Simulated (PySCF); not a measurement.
## C₃, singlet: data card

All numbers come from PBE0/[C def2-TZVP], no relativity, density fitting, PySCF.

The structure is a minimum.

| Item | Value |
| --- | --- |
| Point group | D∞h |
| Bond lengths | C–C 1.288 Å (×2) |
| Bond angles | C–C–C 180.0° |
| Entropy at 298.15 K and 1 bar | 239.2 J/(mol K) |
| Enthalpy at 298.15 K above 0 K | 12.72 kJ/mol |
| Atomisation energy without zero-point energy | 1351 kJ/mol |
| Heat capacity Cp at 298.15 K | 46.3 J/(mol K) |
| Dipole moment | 0.00 D |
| Principal quadrupole moments (Buckingham, traceless) about the centre of mass | -6.03, 3.02, 3.02 D Å |
| Rotational symmetry number | 2 |
| Highest occupied level | -9.56 eV |
| Principal polarisabilities | 22.4, 22.4, 49.3 bohr³ |
| Lowest empty level | -4.52 eV |
| Zero-point energy | 21.4 kJ/mol |
| Rotational constants | 0.4232 cm⁻¹ |

Harmonic modes (masses in u: C 12.000):
```
symmetry  ω (cm⁻¹)  IR (km/mol, summed over degenerate members)     type
      πu        86                                         31.9     bend
     σg+      1250                                          0.0  stretch
     σu+      2158                                          915  stretch
```

In D∞h the vibrations span πu + σg+ + σu+. The σg+ mode carries no infrared intensity, as symmetry demands. With a centre of inversion only u modes can be infrared active and only g modes Raman active.

Charges (e):
| atom | Mulliken | Löwdin | polar tensor | Mayer order to C1 |
| --- | --- | --- | --- | --- |
| C1 | 0.16 | -0.26 | -0.67 | – |
| C2,3 | -0.08 | 0.13 | 0.34 | 1.53 |
Other Mayer orders above 0.3: C–C 0.48.

Mulliken populations on C1: s 3.12, p 2.67, d 0.04, f 0.01.

Outer orbital energies (eV). occupied: -23.76, -20.40, -10.71, -10.71, -10.49, -9.56; empty: -4.52, -4.52, 1.99, 1.99.

This need not be the most stable arrangement of these atoms.

The final relaxation and frequency run took 6.8 s on 2 threads of a shared Arm Neoverse V2 host, with 93 basis functions and 6 gradients; the process peaked at 0.84 GiB.
